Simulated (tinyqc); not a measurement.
The integration grid: Kohn-Sham LDA (VWN5) on finer and finer grids in the sto-6g basis, for HF, spin multiplicity 1. Computed by the program tinyqc with PySCF. Command: `OMP_NUM_THREADS=1 python tinyqc.py 110497 110498 out.jsonl`; one thread of a shared host (Intel(R) Xeon(R) Processor @ 2.60GHz), about 2 s.

Geometry (angstrom):
```
atom       x       y       z
F     0.0000  0.0000  0.0000
H     0.0000  0.0000  0.7830
```

Self-consistent on each grid; the net force on the molecule should vanish.

Kohn-Sham energy on Becke grids (radial x angular points per atom):
```
grid       points  residual of the electron count  E (hartree)  E - finest (mhartree)  largest net force without grid terms (hartree/bohr)
10 x 14       272                        5.26e-02    -99.16612              -51.50629                                             5.01e-02
15 x 26       768                        1.03e-02    -99.11573               -1.12182                                             3.88e-02
20 x 50      1984                        4.51e-04    -99.11314                1.46900                                             2.08e-03
30 x 86      5137                        2.65e-05    -99.11458                0.03165                                             5.67e-04
50 x 194    19361                        2.10e-07    -99.11461                0.00077                                             2.02e-05
75 x 302    45242                        2.46e-08    -99.11461               -0.00006                                             1.39e-06
120 x 590  141316                        4.27e-09    -99.11461                0.00000                                             4.59e-08
```

The energy is within 0.1 mhartree of the finest grid first at 30 x 86. The error has both signs, since quadrature is not variational. The electron count and the net force are cheap signs of a poor grid.
